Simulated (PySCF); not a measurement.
Start geometry of `C=CF` (C2H3F) from MMFF94s (Å):
```
atom  x, y, z in Å
C1    -0.7035   -0.0742    0.0018
C2     0.6068    0.1553   -0.0159
F3     1.4942   -0.8407    0.1533
H4    -1.0824   -1.0786    0.1547
H5    -1.4144    0.7321   -0.1351
H6     1.0993    1.1061   -0.1588
```

**Question.** What comes out of this run: PBE0-D3(BJ)/def2-SVP geometry optimisation, gas phase in PySCF?

**Answer.** 
```
atom  x, y, z in Å
C1    -0.3475   -0.1273    0.5993
C2     0.3142    0.1725   -0.5098
F3     0.5531   -0.7154   -1.4694
H4    -0.7307   -1.1347    0.7743
H5    -0.5129    0.6445    1.3515
H6     0.7238    1.1603   -0.7459
```

The energy falls by 0.015 eV over 7 energy and gradient evaluations, the largest force component goes from 0.0205 to 1.9e-04 Eh/bohr, and the atoms move by 0.022 Å rms after alignment. Among the bonds, C2–F3 and C2–H6 change most and about equally (-0.016 to +0.015 Å). Bonds longer at the end by more than 0.005 Å: 3 of 5; shorter: 1. Among the angles that change most is C1–C2–H6, from 127.1° to 124.8°. Rotational constants go from 64532, 10624, 9122 to 66011, 10634, 9158 MHz. The orientation of the end geometry is arbitrary; only internal coordinates are fixed.

The run used 57 basis functions and 48 SCF cycles in all.

No frequency check.
